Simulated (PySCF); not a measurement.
Homolysis of single bonds, series allenyl-X. Isolated molecules, 0 K electronic values unless said otherwise. One relaxed conformer stands for each flexible species; it need not be the lowest. Strings in code marks are SMILES.

Quantity: electronic energy of isomers of CH3O, doublet states, relative to `[CH2]O`, in kJ/mol.

Case: `C[O]`. Geometry of `C[O]` (neutral, multiplicity 2, Å):

```xyz
5

C     -0.0333     0.0016    -0.0439
O      1.3032    -0.1612     0.1641
H     -0.2795     0.9189    -0.5971
H     -0.4744     0.1207     0.9658
H     -0.5161    -0.8800    -0.4890
```

Give the electronic energy of isomers of CH3O, doublet states, relative to `[CH2]O` at the level PBE-D3(BJ)/def2-TZVP // B3LYP-D3(BJ)/def2-TZVP (PySCF).

32.01 kJ/mol.
